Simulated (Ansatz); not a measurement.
The input, for Ansatz 0.2.0:

```yaml
crystal:
  periodic: [false, false, false]
  atoms:
    - {symbol: Se, position_ang: [0.000000, 0.000000, 0.000000]}
    - {symbol: Be, position_ang: [0.000000, 0.000000, 1.867800]}
basis:
  gaussian: {orbitals: 6-31G, fitting: {mean_field: def2-universal-jkfit}}
total_charge: 1
magnetization: {spin_polarized: false, initial_magnetization: 1}
hamiltonian: {xc: {name: PBE0}}
correlation: {method: ccsd, electrons: all}
accuracy: high
```

```sh
$ ansatz run in.yaml --threads 1 --pin off --events-out ev --progress --plain --max-ram 2393MiB
```

Output:

```
317 factors; integrals over basis functions are off by at most 4.7e-3 eV
mean field evaluation 1: about -65719.3260 eV, gradient 2.7e1 eV
mean field evaluation 2: about -65719.3254 eV, gradient 2.7e1 eV
mean field evaluation 4: about -65722.3822 eV, gradient 3.5e0 eV
mean field evaluation 8: about -65722.4102 eV, gradient 9.2e-2 eV
mean field evaluation 16: about -65722.4103 eV, gradient 8.9e-7 eV
mean field -65722.41030227 eV, -2415.2540303586 hartree, gradient 1.7e-8 eV, S^2 0.750000; 0 other end points of the search recorded, 0 dependent functions left out
mean field evaluation 32: about -65682.7480 eV, gradient 6.8e-3 eV
reference -65682.52251790 eV, -2413.7881813201 hartree; 19, 18 occupied and 19, 20 virtual orbitals, 317 factors
second order -6.92405796 eV of doubles, -0.19045512 eV of singles
cycle   1  -6.52580869 eV  change    5.8e-1 eV  update   8.6e-2
cycle   2  -6.73455484 eV  change   -2.1e-1 eV  update   2.4e-2
cycle   3  -6.76556797 eV  change   -3.1e-2 eV  update   1.6e-2
cycle   4  -6.75102223 eV  change    1.5e-2 eV  update   5.6e-3
cycle   5  -6.75444715 eV  change   -3.4e-3 eV  update   2.8e-3
cycle   6  -6.75773425 eV  change   -3.3e-3 eV  update   1.3e-3
cycle   7  -6.75618592 eV  change    1.5e-3 eV  update   5.3e-4
cycle   8  -6.75679142 eV  change   -6.1e-4 eV  update   2.6e-4
cycle   9  -6.75688699 eV  change   -9.6e-5 eV  update   1.3e-4
cycle  10  -6.75680576 eV  change    8.1e-5 eV  update   5.3e-5
cycle  11  -6.75683026 eV  change   -2.5e-5 eV  update   1.8e-5
cycle  12  -6.75680553 eV  change    2.5e-5 eV  update   7.8e-6
cycle  13  -6.75681322 eV  change   -7.7e-6 eV  update   3.8e-6
cycle  14  -6.75681423 eV  change   -1.0e-6 eV  update   1.5e-6
cycle  15  -6.75681296 eV  change    1.3e-6 eV  update   4.0e-7
cycle  16  -6.75681316 eV  change   -2.1e-7 eV  update   1.7e-7
cycle  17  -6.75681309 eV  change    7.5e-8 eV  update   9.0e-8
cycle  18  -6.75681317 eV  change   -7.7e-8 eV  update   4.9e-8
cycle  19  -6.75681315 eV  change    1.5e-8 eV  update   2.6e-8
cycle  20  -6.75681325 eV  change   -1.0e-7 eV  update   3.2e-8
cycle  21  -6.75681324 eV  change    8.7e-9 eV  update   1.1e-8
cycle  22  -6.75681325 eV  change   -3.3e-9 eV  update   4.4e-9
Total energy: -65689.27933115 eV, -2414.0364896270 hartree
```

Ran on 1 thread of Arm Neoverse V1, shared host: 4.4 s wall, 0.19 GiB peak host memory.
